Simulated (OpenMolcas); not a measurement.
**Worked example: vertical ionisation energy of C5H11Cl (1-chloropentane)**

C5H11Cl has 17 atoms, charge 0, and is taken as a singlet. SMILES: `CCCCCCl`. The coordinates come from a GFN2-xTB relaxation. This is one conformer, not always the lowest.

Both states at this one shape; open shells run unrestricted unless said. 1 Eh = 27.2114 eV.

```
                             level     program  singlet C5H11Cl (Eh)  doublet C5H11Cl+ (Eh)  HOMO of the first (eV)
                        SVWN/6-31G  OpenMolcas           -655.041349            -654.664357                   -7.25
 SVWN/6-31G* (spherical functions)  OpenMolcas           -655.093375            -654.717921                   -7.23
SVWN/6-31G** (spherical functions)  OpenMolcas           -655.107087            -654.731772                   -7.23
    SVWN/6-311++G** (RICD fitting)  OpenMolcas           -655.203997            -654.822711                   -7.46
```

Question: Work out the vertical ionisation energy at each level.

Answer: 
1. SVWN/6-31G: -654.664357 − (-655.041349) = 0.376992 Eh = 10.26 eV; −ε(HOMO) = 7.25 eV.
2. SVWN/6-31G* (spherical functions): -654.717921 − (-655.093375) = 0.375454 Eh = 10.22 eV; −ε(HOMO) = 7.23 eV.
3. SVWN/6-31G** (spherical functions): -654.731772 − (-655.107087) = 0.375315 Eh = 10.21 eV; −ε(HOMO) = 7.23 eV.
4. SVWN/6-311++G** (RICD fitting): -654.822711 − (-655.203997) = 0.381286 Eh = 10.38 eV; −ε(HOMO) = 7.46 eV.

No measured value is set beside it here; the levels span 10.21 to 10.38 eV. In semi-local functionals −ε(HOMO) lies far under the ionisation energy, a result of self-interaction, while the difference of totals does much better.
